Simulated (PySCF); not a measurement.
Compound: cyclopropylamine, C₃H₇N.
SMILES with atom numbers: `[NH2:1][CH:2]1[CH2:3][CH2:4]1`

Cartesian coordinates in Å at the PBE0-D3(BJ)/def2-TZVP level; atoms count from 1:
```xyz
11
C3H7N angstrom
N      1.1998    0.5341    0.9564
C      0.2235    0.5760   -0.0924
C     -1.1203   -0.0216    0.1362
C     -0.1939   -0.6362   -0.8780
H      0.9956   -0.2111    1.6096
H      2.1255    0.3648    0.5822
H      0.2356    1.5133   -0.6399
H     -1.9952    0.5135   -0.2097
H     -1.2699   -0.5608    1.0651
H     -0.4302   -0.5264   -1.9296
H      0.2716   -1.5791   -0.6153
```

Probes without a nucleus sit at each ring's centroid and 1 Å off its mean plane on both sides; NICS is minus the shielding there, NICSzz its component along the normal. Level: GIAO B97-2/pcSseg-2 (PySCF, non-relativistic, gas phase) on the PBE0-D3(BJ)/def2-TZVP geometry, one conformer.

Ring bond lengths (Å): C2–C3 1.488, C3–C4 1.505, C4–C2 1.504.

Question: Give the NICS values of each ring in ppm.

Answer: 
```json
{"ring": "C2–C3–C4", "type": "3-membered carbocycle; formal bonds all single", "NICS(0)": "-42.8", "NICS(1), two faces": "-9.5 / -7.9", "NICS(1)zz, two faces": "-24.7 / -19.7", "rms pucker (Å)": "0.00", "centre to ring atoms, mean (Å)": "0.87"}
```

Question: What do they say, and how far can they be read as aromaticity?

Answer: 
- C2–C3–C4: mean NICS(1)zz -22.2 ppm, shielded. C2, C3, C4 have four or more neighbours, and the NICS criterion for π rings isn't applied. The two faces differ by 5.0 ppm, so no symmetry operation interchanges them. NICS(0) lies 34 ppm below the mean NICS(1).

Question: Give the inner angles of the rings.

Answer: 
- C2–C3–C4: C2 60.4°, C3 60.3°, C4 59.3°; sum 180.0° against 180° for a flat convex ring.

Question: How do the values depend on the level or the medium?

Answer: 
```csv
level,"NICS(0), C2–C3–C4","mean NICS(1)zz, C2–C3–C4"
"B97-2/pcSseg-2, gas",-42.8,-22.2
"KT3/pcSseg-2, gas",-41.4,-21.5
"PBE0/pcSseg-2, gas",-43.1,-22.4
"wB97X-D/pcSseg-2, gas",-43.0,-22.4
"WP04/pcSseg-2, IEF-PCM chloroform",-41.3,-21.3
"wB97X-D/pcSseg-2, IEF-PCM chloroform",-43.4,-22.5
```

The geometry is the same throughout; the continuum's cavity takes Bondi-type radii × 1.2.
